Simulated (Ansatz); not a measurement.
```yaml
crystal:
  periodic: [false, false, false]
  atoms:
    - {symbol: Al, position_ang: [-2.012484, -0.369788, -0.003448]}
    - {symbol: S, position_ang: [0.072096, 0.564585, 0.004103]}
    - {symbol: Si, position_ang: [1.951750, -0.325940, -0.001597]}
    - {symbol: H, position_ang: [-2.805453, 1.020138, 0.006277]}
basis:
  gaussian: {orbitals: def2-TZVP}
hamiltonian: {xc: pbe0}
relax: {f_tol: 0.004, max_steps: 80}
```

```sh
$ ansatz run in.yaml --threads 1 --pin off --events-out ev --progress --plain --max-ram 2176MiB
```

Steps of the relaxation (energy above the last step; positions in Å, forces in eV/Å):

```
4
step 1, 285.2 meV
Al   -2.012   -0.370   -0.003   -0.699   -0.587   -0.005
S     0.072    0.565    0.004    2.399   -0.765   -0.005
Si    1.952   -0.326   -0.002   -1.493    0.957    0.006
H    -2.805    1.020    0.006   -0.207    0.394    0.003
```

```
4
step 2, 95.0 meV
Al   -2.071   -0.368   -0.003   -0.597   -0.403   -0.003
S     0.134    0.454    0.003    0.873    0.021    0.000
Si    1.996   -0.260   -0.001   -0.369    0.219    0.001
H    -2.853    1.063    0.007    0.092    0.163    0.001
```

```
4
step 3, 14.0 meV
Al   -2.186   -0.449   -0.004   -0.287    0.072    0.000
S     0.142    0.414    0.003    0.021    0.094    0.001
Si    2.002   -0.192   -0.001    0.172   -0.022    0.000
H    -2.752    1.116    0.007    0.094   -0.144   -0.001
```

```
4
step 4, 2.6 meV
Al   -2.268   -0.458   -0.004    0.049   -0.180   -0.001
S     0.155    0.401    0.003    0.165   -0.063    0.000
Si    2.034   -0.166    0.000   -0.156    0.056    0.000
H    -2.715    1.112    0.007   -0.058    0.187    0.001
```

```
4
step 6, 0.4 meV
Al   -2.280   -0.472   -0.004    0.014    0.000    0.000
S     0.157    0.395    0.003   -0.027   -0.016    0.000
Si    2.031   -0.157    0.000    0.040   -0.002    0.000
H    -2.702    1.123    0.007   -0.027    0.018    0.000
```

```
4
step 8, 0.0 meV
Al   -2.280   -0.467   -0.004    0.000    0.001    0.000
S     0.160    0.382    0.003   -0.001    0.001    0.000
Si    2.040   -0.152    0.000    0.001   -0.001    0.000
H    -2.714    1.127    0.007    0.000   -0.001    0.000
```

Close pairs at the end: Al1–H4 1.652 Å, S2–Si3 1.955 Å, Al1–S2 2.583 Å.

A stationary point of restricted PBE0 after 8 steps (its stability towards spin polarisation wasn't tested); no frequencies were run, so it isn't proven a minimum. 32 s on 1 thread of Arm Neoverse V1, shared host.
